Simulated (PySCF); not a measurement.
Calculation: PBE-D3(BJ)/def2-TZVP // B3LYP-D3(BJ)/def2-TZVP (PySCF). All species are isolated molecules in the gas phase. 

Reference species (SMILES): `O` (neutral, multiplicity 1).

| Quantity | Value |
|---|---|
| dipole moment | 2.02 D |

Changed species: `CO` (whole molecule; the reference has whole molecule).

Problem. Give the shifts of the dipole moment.

Solution. the dipole moment falls by 0.40 D, to 1.62 D.
